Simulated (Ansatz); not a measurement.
Process, species as SMILES: BN (BH2-NH2) → [BH2] (BH2) + [NH2] (NH2)
B3LYP-D3(BJ)/def2-TZVP geometries, fixed; electronic energies without zero-point terms.

Basis-set convergence of the bond dissociation energy at CCSD(T) with Ansatz (a quantum-chemistry and plane-wave program). Cartesian d functions, on some or all atoms, in 6-31G*, 6-31+G*; all else is spherical. Cores are frozen. Open shells are unrestricted. No added dispersion term, no relativity. Functions are those of the species that has most. Reference: Hartree-Fock in aug-cc-pVQZ plus the correlation part extrapolated as X^-3 from aug-cc-pVTZ and aug-cc-pVQZ, 148.30 kcal/mol, itself unsure by roughly 0.51 kcal/mol (a third of the extrapolation step and of the last Hartree-Fock step). Deviations are taken from unrounded values.

| basis | functions | bond dissociation energy (kcal/mol) | minus reference (kcal/mol) |
|---|---|---|---|
| STO-3G | 14 | 160.50 | 12.20 |
| 3-21G | 26 | 147.66 | -0.64 |
| 6-31G | 26 | 142.81 | -5.49 |
| pcseg-0 | 26 | 146.02 | -2.28 |
| def2-SV(P) | 36 | 147.23 | -1.07 |
| 6-31G* | 38 | 143.73 | -4.57 |
| 6-31+G* | 46 | 143.13 | -5.17 |
| 6-311G** | 60 | 143.94 | -4.36 |
| 6-311+G** | 68 | 142.70 | -5.60 |
| aug-pcseg-1 | 82 | 142.22 | -6.08 |
| 6-311++G(2d,2p) | 94 | 142.95 | -5.35 |
| def2-TZVPD | 110 | 145.17 | -3.13 |
| pcseg-2 | 116 | 146.40 | -1.90 |
| 6-311++G(3df,3pd) | 150 | 145.97 | -2.33 |
| aug-cc-pVTZ | 184 | 145.08 | -3.22 |
| aug-pcseg-2 | 184 | 146.13 | -2.17 |
| cc-pVQZ | 230 | 147.43 | -0.87 |
| def2-QZVPP | 234 | 147.20 | -1.10 |
